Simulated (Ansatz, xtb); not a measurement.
CH3FS+: which of two isomers lies lower

We compare a, the doublet with the links of `[CH2][SH+]F`, with b, the doublet with the links of `F[CH][SH2+]`. Both are isolated ions in the gas phase, relaxed with B3LYP-D3(BJ)/def2-SVP; the shapes shown needn't be the lowest conformers.

a (Å):

```yaml
atoms:
  - { symbol: C, position_ang: [-0.1841, 1.1870, -0.0004] }
  - { symbol: F, position_ang: [-2.4189, -0.0102, -0.7123] }
  - { symbol: S, position_ang: [-1.1269, -0.2421, 0.2251] }
  - { symbol: H, position_ang: [0.6742, 1.1992, -0.6816] }
  - { symbol: H, position_ang: [-0.4504, -1.0781, -0.6223] }
  - { symbol: H, position_ang: [-0.5003, 2.0678, 0.5707] }
```

b (Å):

```xyz
6

C    -0.3799   -2.3279   -0.4165
F    -0.5100   -3.0336   -1.4937
S     0.6924   -0.8511   -0.6822
H    -0.2110   -2.8538    0.5353
H    -0.1446   -0.1615   -1.5177
H     0.3171   -0.1817    0.4470
```

Energies in hartree; the thermal terms are from B3LYP-D3(BJ)/def2-SVP harmonic frequencies (ideal gas, rigid rotor, one conformer each, 1000 K, 1 atm) and include the zero-point energy:

```
                               a           b
E, CCSD(T)/def2-TZVP  −536.886844  −536.897701
   zero-point energy     0.036184     0.035218
       H(1000 K) − E     0.065573     0.064590
       G(1000 K) − E    −0.082399    −0.085139
```

Problem. Work out ΔE, ΔE₀, ΔH and ΔG for a → b in kJ/mol (1 Eh = 2625.50 kJ/mol) and the equilibrium ratio [b]/[a].

Solution. 1. ΔE = −536.897701 − (−536.886844) = −0.010857 Eh = −28.51 kJ/mol.
2. ΔE₀ = ΔE + ΔZPE = −0.010857 + (−0.000966) Eh = −31.04 kJ/mol.
3. ΔH = ΔE + (−0.000983) Eh = −31.09 kJ/mol.
4. ΔG = ΔE + (−0.002740) Eh = −35.70 kJ/mol, so ΔS = (ΔH − ΔG)/T = +4.6 J/(mol K).
5. kT = 3.1668 mEh, so K = [b]/[a] = exp(−ΔG/kT) = exp(+4.29) ≈ 73.

Structure b is favoured at this temperature. An error of 4 kJ/mol in ΔG would change K by a factor of 1.6. GFN2-xTB gave ΔE the other sign. Mirror images and further conformers aren't counted.

As drawn, b has 1 C–F, 1 S–H in place of 1 F–S, 1 C–H.

Other levels gave ΔE = +7.7 (GFN2-xTB); −120.0 (HF/STO-3G, GFN2-xTB geometries); −69.2 (r2SCAN-D4/def2-SVP, GFN2-xTB geometries); −66.8 (B3LYP-D3(BJ)/def2-SVP); −39.0 (HF/def2-TZVP); −27.1 (MP2/def2-TZVP) kJ/mol. Open shells are spin-unrestricted. The correlated steps freeze 7 core orbitals. Programs: Ansatz 0.2.0, xtb 6.7.1.
